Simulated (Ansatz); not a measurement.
AlH₄PSi, SMILES `[AlH]1[SiH2][PH]1` at its PBE0-D4/def2-TZVP geometry, where that method's forces vanish. The species carries charge 0 and has multiplicity 1.

```xyz
7

Al   -0.1240    1.3119    0.3902
Si   -0.6462   -0.7830   -0.4987
P     1.5657   -0.0745   -0.3678
H    -0.3256    2.6615    1.1809
H    -0.9878   -2.0680    0.1665
H    -0.9891   -0.8424   -1.9436
H     1.5071   -0.2055    1.0726
```

Problem. What forces (eV/Å) does ωB97M-V/def2-TZVPP give on these atoms in the Gaussian-basis code of Ansatz? (An estimate is asked.)

Solution. Computed: 
```
Al1  0.012  0.063  0.067
Si2 -0.047 -0.075 -0.033
P3  -0.040  0.008  0.063
H4   0.021 -0.162 -0.097
H5   0.047  0.146 -0.083
H6   0.038  0.002  0.152
H7  -0.030  0.018 -0.070
```
